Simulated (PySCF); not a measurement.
Method: PySCF with M06-2X/def2-TZVP // B3LYP-D3(BJ)/def2-TZVP. Gas-phase values, no solvent. 

Reference species (SMILES): `[SH]` (neutral, multiplicity 2).

```yaml
highest_occupied_spin_orbital: -8.55 eV
dipole_moment: 0.89 D
```

Changed species: `[OH]` (radical fragment; the reference has radical fragment).

### Question
Give the shifts of the highest occupied spin orbital and dipole moment.

### Answer
the highest occupied spin orbital falls by 2.44 eV, to -10.99 eV; the dipole moment increases by 0.91 D, to 1.80 D.
